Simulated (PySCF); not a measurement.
State search for MgO

Unrestricted PBE0; basis Mg x2c-TZVPPall, O x2c-TZVPPall; spin-free X2C with a Gaussian nucleus; PySCF 2.14. Outer shells of the fragments: Mg 3s2; O 2s2 2p4.

Followed along the bond (rough minima from three points):

```csv
2Ms+1,unpaired,⟨S²⟩ at the start,R at minimum (Å),Te (eV)
3,"σ ↑, π ↑",2.01,1.88,0.00
1,"σ ↓, π ↑",1.00,1.88,0.05
1,none,0.00,1.73,0.33
```

Solutions found at the starting distance of 1.955 Å, counted from the lowest of them; the search is not exhaustive and high or unbound solutions are not listed, so other states can lie among these:

```tsv
2Ms+1	unpaired	term	E (eV)	⟨S²⟩	⟨Lz²⟩	μ (D)
3	σ ↑, π ↑	³Π	0.00	2.01	1.01	-3.33
1	σ ↓, π ↑	mixed	0.07	1.00	1.01	-3.40
1	none	¹Σ⁺	0.72	0.00	0.00	-7.69
3	π ↑↑	mixed	3.08	2.00	2.01	-3.86
1	π ↑↓	mixed	3.17	1.04	2.01	-3.47
3	π ↑↑	mixed	3.19	2.00	2.01	-3.69
3	π ↑↑	³Σ⁻	3.39	2.01	0.00	3.13
1	π ↑↓	mixed	4.14	1.00	2.01	3.12
3	σ ↓, π ↑↑↑	mixed	5.96	3.00	1.01	2.38
1	none	mixed	6.39	0.00	2.00	3.09
```

A term symbol is given only where ⟨S²⟩ and ⟨Lz²⟩ are close to those of a pure state; real π, δ and φ orbitals otherwise mix terms. A positive dipole means Mg(−)O(+).

Counting both spins, an empty level lies below a filled one in some of these solutions, because spin and occupation are held.
